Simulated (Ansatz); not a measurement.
The same path of AlFH2 + H3P (8 atoms, charge 0, multiplicity 1) was run 3 times with different band settings. Lost on the way: P5–H8. Made: Al1–P5, F2–H8.

Level of theory: Ansatz, RKS revPBE-D4/def2-SVP.

Relaxed end points:

```xyz
8
Properties=species:S:1:pos:R:3
Al 0.017 -0.032 0.031
F -0.132 0.536 1.625
H 1.490 -0.066 -0.577
H -1.339 -0.196 -0.792
P 0.171 -3.054 1.136
H -0.699 -2.506 0.117
H 1.374 -2.604 0.484
H 0.076 -1.879 1.967
```

```xyz
8
Properties=species:S:1:pos:R:3
Al 0.100 -0.347 -0.129
F -0.117 0.068 1.882
H 1.506 0.316 -0.494
H -1.310 0.079 -0.748
P 0.201 -2.537 0.859
H -0.777 -3.326 0.178
H 1.402 -3.136 0.370
H -0.049 -0.917 2.075
```

Common settings: spring 5.0 eV/Å²; optimiser quadratic models (default); start path through a guess of the saddle point; iteration limit 60; end points relaxed.

| run | movable images | climbing image | force threshold |
| --- | --- | --- | --- |
| 1 | 5 | yes | 0.05 eV/Å |
| 2 | 5 | yes | 0.5 eV/Å |
| 3 | 4 | no | 0.05 eV/Å |

Problem. What does each run give, and how far can it be trusted?

Solution. Run 1: converged after 16 iterations, highest image 1.003 eV above the first end. A vibrational analysis at the climbing image gives one clearly imaginary mode, 496i cm⁻¹: a first-order saddle point.
Run 2: converged after 5 iterations, highest image 1.009 eV above the first end. The threshold of 0.5 eV/Å is loose, so the images may lie well off the minimum-energy path. The order of the stationary point at the top wasn't checked.
Run 3: converged after 11 iterations, highest image 0.965 eV above the first end. No image climbed, so the highest image needn't sit at the top of the path.
The orbitals stay closed-shell, which can raise the energy where a bond breaks towards radicals; this wasn't checked here.
